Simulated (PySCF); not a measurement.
# C2H2F2 (Ethene, 1,2-difluoro-, (Z)-): the cost of one run

Programs: PySCF 2.14.0, with density-fitted response routines of our own. Each step states its level of theory. These are calculated values for one molecule in the gas phase, unless marked as measured. Atoms are numbered from 0 throughout.

## 1. The starting structure

6 atoms, charge 0, multiplicity 1; geometry from: MMFF94s. The atoms were then displaced at random by about 0.03 Å, so the start is not that level's minimum.

Bonds of the start (Å): F0–C1 1.34, C1–C2 1.37, C2–F3 1.28, C1–H4 1.09, C2–H5 1.03.

## 2. Relaxing the molecule at PBE0-D3(BJ)/def2-SVP

What the job is given:

```
{"job": {"xc": "PBE0", "basis": "def2-SVP", "d3": "d3bj", "grid": 1, "shake": 0.03, "kind": "geom"}, "charge": 0, "multiplicity": 1}
F      1.467090     0.930560    -0.024810
C      0.643180    -0.125380    -0.012810
C     -0.726350    -0.078360    -0.016040
F     -1.242750     1.097740    -0.014220
H      1.268500    -1.017320    -0.028960
H     -1.346550    -0.903250     0.027560
```

The run is started by

```console
> OMP_NUM_THREADS=1 python probes_run.py task.json out
```

This one command runs all jobs of the session in turn.

Q: Estimate the wall time and peak memory of this first job on 1 thread of Arm Neoverse V1, shared host.

About 9.2 s, with a peak of 0.28 GiB.
